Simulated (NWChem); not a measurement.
Species: methanethiol (CH$_{4}$S); SMILES CS

```xyz
6

C      0.0074     1.1441     0.0000
S      0.0737    -0.6669     0.0000
H     -0.4860     1.5372     0.8999
H      1.0505     1.4893     0.0000
H     -0.4860     1.5372    -0.8999
H     -1.2593    -0.8806     0.0000
```
Atoms are numbered in this order, from 1.

Computed with NWChem. Coordinates come from a PBE0/def2-SVP optimisation. Vzz is the largest principal value of the second derivative of the potential at the nucleus (NWChem prints the opposite sign); η is the asymmetry. Non-relativistic.

Problem. Estimate the computed values for PBE/cc-pVTZ. Quantities: Vzz S2 (a.u.); η S2.

Solution. The vzz S2 (a.u.) comes out as -2.682 and the η S2 is 0.60.
